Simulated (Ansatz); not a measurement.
Below is the output of a Python script on the Ansatz DFT code, driven from Python that makes a geometry optimisation of C4H6O2, SMILES C=CCOC=O. Write a script that gives it. Use: r2SCAN, 6-31G* basis, multiplicity 1, D4 dispersion.

```xyz
12

C    -0.4864   -2.0852    0.8795
C     0.2515   -1.2446    0.1369
C    -0.1905    0.0865   -0.4358
O     0.8310    1.0724    0.0775
C     0.4951    2.3127   -0.3623
O    -0.4103    2.6792   -1.0911
H    -0.1412   -2.9891    1.2462
H    -1.5184   -1.7497    1.1048
H     1.2762   -1.5432   -0.0367
H    -0.0929    0.0485   -1.4921
H    -1.1907    0.3415   -0.1001
H     1.2537    3.0160    0.1071
```

Output of `python opt_c4h6o2.py`:
```text
step   1  E = -8334.047839 eV  largest force component 3.1619 eV/A
step   2  E = -8334.289356 eV  largest force component 0.9502 eV/A
step   3  E = -8334.281069 eV  largest force component 0.9978 eV/A
step   4  E = -8334.301430 eV  largest force component 0.9051 eV/A
step   5  E = -8334.345502 eV  largest force component 0.1910 eV/A
step   6  E = -8334.345764 eV  largest force component 0.1605 eV/A
step   7  E = -8334.345191 eV  largest force component 0.1884 eV/A
step   8  E = -8334.347618 eV  largest force component 0.0292 eV/A
step   9  E = -8334.347829 eV  largest force component 0.0095 eV/A
step  10  E = -8334.348055 eV  largest force component 0.0334 eV/A
step  11  E = -8334.348310 eV  largest force component 0.0300 eV/A
step  12  E = -8334.348413 eV  largest force component 0.0346 eV/A
step  13  E = -8334.348613 eV  largest force component 0.0194 eV/A
step  14  E = -8334.348507 eV  largest force component 0.0494 eV/A
step  15  E = -8334.348669 eV  largest force component 0.0231 eV/A
step  16  E = -8334.348681 eV  largest force component 0.0112 eV/A
step  17  E = -8334.348688 eV  largest force component 0.0113 eV/A
step  18  E = -8334.348694 eV  largest force component 0.0021 eV/A
E = -8334.348701 eV = -306.2816655 Ha
converged: True  doubts: none
pair        before    after (A)
C0-C1        1.3426   1.3341
C0-H6        1.0347   1.0876
C0-H7        1.1083   1.0896
C1-C2        1.5150   1.4901
C1-H8        1.0813   1.0911
C2-O3        1.5096   1.4569
C2-H9        1.0615   1.0982
C2-H10       1.0854   1.0961
O3-C4        1.3582   1.3428
C4-O5        1.2187   1.2087
C4-H11       1.1360   1.1030
   atom  mulliken  lowdin
0     C    -0.386  -0.238
1     C    -0.093  -0.180
2     C    -0.141  -0.114
3     O    -0.417  -0.049
4     C     0.380  -0.121
5     O    -0.425  -0.088
6     H     0.181   0.135
7     H     0.175   0.134
8     H     0.177   0.144
9     H     0.199   0.134
10    H     0.191   0.132
11    H     0.157   0.111
dipole (e A): [ 0.131  -0.3482  0.1836]
```

One script that gives this output:

`opt_c4h6o2.py`:
```python
import itertools

import ansatz
from ase.data import atomic_numbers, covalent_radii
import numpy as np
import pandas as pd

geometry_ang = [
    ("C", [-0.4864, -2.0852, 0.8795]),
    ("C", [0.2515, -1.2446, 0.1369]),
    ("C", [-0.1905, 0.0865, -0.4358]),
    ("O", [0.831, 1.0724, 0.0775]),
    ("C", [0.4951, 2.3127, -0.3623]),
    ("O", [-0.4103, 2.6792, -1.0911]),
    ("H", [-0.1412, -2.9891, 1.2462]),
    ("H", [-1.5184, -1.7497, 1.1048]),
    ("H", [1.2762, -1.5432, -0.0367]),
    ("H", [-0.0929, 0.0485, -1.4921]),
    ("H", [-1.1907, 0.3415, -0.1001]),
    ("H", [1.2537, 3.016, 0.1071]),
]
molecule = ansatz.Crystal.molecule()
for symbol, xyz in geometry_ang:
    molecule = molecule.atom(symbol, xyz)

setup = (
    molecule.calculation()
    .basis(gaussian="6-31G*")
    .functional("r2scan", dispersion="d4")
)
symbols = [site.symbol for site in molecule.cartesian_sites]
start = np.array([site.position_ang for site in molecule.cartesian_sites], dtype=float)
def progress(event):
    if event["event"] == "relax_step":
        row = event["data"]
        print(f"step {row['step']:3d}  E = {row['lagrangian_ev']:.6f} eV  largest force component {row['allowed_force_max_ev_ang']:.4f} eV/A")


rep = setup.relax(force_tolerance=0.005).session().plan().execute(on_event=progress).report
end = np.array(rep["positions_ang"])

print(f"E = {rep['free_energy_ev']:.6f} eV = {rep['free_energy_ev'] / 27.211386246:.7f} Ha")
print("converged:", rep["converged"], " doubts:", rep["published_state_doubts"] or "none")

radius = [covalent_radii[atomic_numbers[s]] for s in symbols]
span = lambda where, i, j: np.linalg.norm(where[i] - where[j])
bonded = [(i, j) for i, j in itertools.combinations(range(len(symbols)), 2) if min(span(start, i, j), span(end, i, j)) < 1.2 * (radius[i] + radius[j])]
print("pair        before    after (A)")
for i, j in bonded:
    print(f"{symbols[i]}{i}-{symbols[j]}{j}".ljust(10), f"{span(start, i, j):8.4f} {span(end, i, j):8.4f}")

charges = rep["charge_distribution"]
table = pd.DataFrame({"atom": symbols, "mulliken": charges["mulliken_charges_e"], "lowdin": charges["lowdin_charges_e"]})
print(table.round(3).to_string())
print("dipole (e A):", np.round(charges["dipole_moment_e_ang"], 4) + 0.0)
```

Caveats:
- Total energies depend on the basis set; only differences at equal settings carry meaning.
- The end point is the stationary point reached from this start; no frequency run checks that it is a minimum, and the basis set is modest.
- The Löwdin charges here are taken after orthogonalising the functions within each atom; they differ from plain Löwdin charges, and their signs can be unphysical.
- Finished in 2 min on 1 thread of Arm Neoverse V2, with other jobs on the host, peak memory 0.33 GiB.
